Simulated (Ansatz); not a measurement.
Geometry optimisation, Ansatz 0.2.0, UKS PBE0/def2-SVP.

Input:

```yaml
crystal:
  periodic: [false, false, false]
  atoms:
    - { symbol: B, position_ang: [-1.3637, 0.7196, -0.3875] }
    - { symbol: C, position_ang: [0.1467, 0.4892, -0.2668] }
    - { symbol: C, position_ang: [0.3888, -0.7073, 0.6188] }
    - { symbol: H, position_ang: [-1.8611, 0.7394, -1.4615] }
    - { symbol: H, position_ang: [0.5763, 0.2961, -1.2927] }
    - { symbol: H, position_ang: [0.6363, 1.4095, 0.1614] }
    - { symbol: H, position_ang: [1.544, -0.8712, 0.7116] }
    - { symbol: H, position_ang: [-0.0049, -1.6085, 0.203] }
    - { symbol: H, position_ang: [0.0262, -0.513, 1.6966] }
magnetization:
  spin_polarized: true
  initial_magnetization: 1
basis:
  gaussian: { orbitals: def2-SVP }
hamiltonian:
  xc: pbe0
relax:
  f_tol: 0.015
  max_steps: 40
output:
  orbitals: {}
```

Run as:

```bash
$ ansatz run input.yaml --threads 1 --pin off --max-ram 2048MiB --backend cpu --events-out ev --progress --plain --runs-dir out
```

**Question.** Where does it end, and by what steps?

**Answer.** The run converged. After 9 steps the energy has fallen by 0.376 eV; H4 moved furthest, 0.59 Å.

| step | energy less start (eV) | largest force component (eV/Å) | accepted |
| --- | --- | --- | --- |
| 0 | 0.0000 | 2.780 | yes |
| 1 | -0.2711 | 0.734 | yes |
| 2 | -0.2973 | 0.114 | yes |
| 3 | -0.3241 | 0.309 | yes |
| 4 | -0.3357 | 0.616 | yes |
| 5 | -0.3655 | 0.302 | yes |
| 6 | -0.3510 | 0.488 | no |
| 7 | -0.3754 | 0.059 | yes |
| 8 | -0.3741 | 0.236 | no |
| 9 | -0.3759 | 0.011 | yes |

```xyz
9
Properties=species:S:1:pos:R:3
B -1.426 0.526 -0.620
C 0.073 0.339 -0.299
C 0.509 -0.735 0.691
H -1.911 1.324 -1.389
H 0.575 0.211 -1.282
H 0.416 1.347 0.023
H 1.601 -0.746 0.833
H 0.206 -1.736 0.349
H 0.045 -0.577 1.677
```

Whether the end is a true minimum wasn't checked by a vibrational analysis.

Run time: 36 s on 1 thread of Arm Neoverse V1 (shared host), peak memory 0.16 GiB.
